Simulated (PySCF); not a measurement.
# ClF (chlorine monofluoride): CCSD(T)/cc-pVTZ

What is the energy change on altering one bond length of ClF (chlorine monofluoride) at CCSD(T)/cc-pVTZ? 

Program for the calculation: PySCF 2.14.0.

2 further runs of the same task are left out: 2 set aside as unsound or not needed.

### 1 The structure to begin with

The species is ClF (2 atoms), meant as a singlet with charge 0. As SMILES, `FCl`. Geometry: relaxed at GFN2-xTB.

Bond lengths: F1–Cl2 1.682 Å.

### 2 A single-point energy at CCSD(T)/cc-pVTZ

Input file job.py:

```python
from pyscf import gto, scf, cc

mol = gto.Mole()
mol.atom = [
    ('F', (0.000000, 0.000000, 0.000000)),
    ('Cl', (0.000000, 0.000000, 1.682250)),
]
mol.verbose = 3
mol.spin = 0
mol.max_memory = 1860
mol.basis = 'cc-pvtz'
mol.build()

mf = scf.RHF(mol)
mf.conv_tol = 1e-10
mf.kernel()
if not mf.converged:
    mf = mf.newton().run(mf.mo_coeff, mf.mo_occ)

mycc = cc.CCSD(mf, frozen=6)
mycc.kernel()
e_t = mycc.ccsd_t()
etot = mycc.e_tot + e_t
print('E(%s) = %.9f' % ('CCSD(T)', etot))
```

Launch:

```sh
$ OMP_NUM_THREADS=1 python job.py
```

Log:

```text
converged SCF energy = -558.896816838767
E(CCSD) = -559.362127596212  E_corr = -0.4653107574453891
CCSD(T) correction = -0.0170411063726004
E(CCSD(T)) = -559.379168703
```

Run time: 3.9 s. Hardware: 1 thread of Arm Neoverse V2, shared host; peak memory 0.18 GiB.

### 3 The distorted shape at the same level

Input file geometry.xyz:

```xyz
2
ClF
F      0.000000     0.000000    -0.504650
Cl     0.000000     0.000000     1.682250
```

Input file input.py:

```python
from pyscf import gto, scf, cc

mol = gto.Mole()
mol.atom = 'geometry.xyz'
mol.verbose = 3
mol.charge = 0
mol.max_memory = 1860
mol.spin = 0
mol.basis = 'cc-pvtz'
mol.build()

myscf = scf.RHF(mol)
myscf.conv_tol = 1e-10
myscf.kernel()
if not myscf.converged:
    myscf = myscf.newton().run(myscf.mo_coeff, myscf.mo_occ)

mycc = cc.CCSD(myscf, frozen=6)
mycc.kernel()
e_t = mycc.ccsd_t()
e_tot = mycc.e_tot + e_t
print('E(%s) = %.9f' % ('CCSD(T)', e_tot))
```

Launch:

```sh
$ OMP_NUM_THREADS=1 python input.py
```

Log:

```text
converged SCF energy = -558.80094745117
E(CCSD) = -559.2989625157977  E_corr = -0.4980150646274029
CCSD(T) correction = -0.0277234533443436
E(CCSD(T)) = -559.326685969
```

Run time: 4.2 s. Hardware: 1 thread of Arm Neoverse V2, shared host; peak memory 0.2 GiB.

### 4 Outcome

At CCSD(T)/cc-pVTZ, 6 core orbitals frozen:

```
                                                          quantity          value
                                         first shape: total energy  -559.37917 Eh
                 first shape: dipole moment (Hartree–Fock density)         1.38 D
                  first shape: HOMO energy (Hartree–Fock orbitals)      -13.57 eV
                  first shape: LUMO energy (Hartree–Fock orbitals)        1.21 eV
                first shape: HOMO–LUMO gap (Hartree–Fock orbitals)       14.78 eV
          first shape: correlation energy (6 core orbitals frozen)     -482.4 mEh
                                       first shape: (T) correction     -17.04 mEh
                                        first shape: T1 diagnostic          0.012
                                     distorted shape: total energy  -559.32669 Eh
             distorted shape: dipole moment (Hartree–Fock density)         2.52 D
              distorted shape: HOMO energy (Hartree–Fock orbitals)      -14.67 eV
              distorted shape: LUMO energy (Hartree–Fock orbitals)       -2.95 eV
            distorted shape: HOMO–LUMO gap (Hartree–Fock orbitals)       11.72 eV
      distorted shape: correlation energy (6 core orbitals frozen)     -525.7 mEh
                                   distorted shape: (T) correction     -27.72 mEh
                                    distorted shape: T1 diagnostic          0.024
energy change with the F1–Cl2 bond stretched from 1.682 to 2.187 Å       1.428 eV
```

In words: With the F1–Cl2 bond stretched from 1.682 to 2.187 Å the energy rises by 1.43 eV (33 kcal/mol). The first shape isn't relaxed at this level, so the change isn't measured from a minimum. The triples (first shape) make up 3.5 % of the correlation energy. The T1 diagnostic (distorted shape) of 0.024 is above the customary mark for such species, so a single reference may not serve. The triples (distorted shape) make up 5.3 % of the correlation energy.
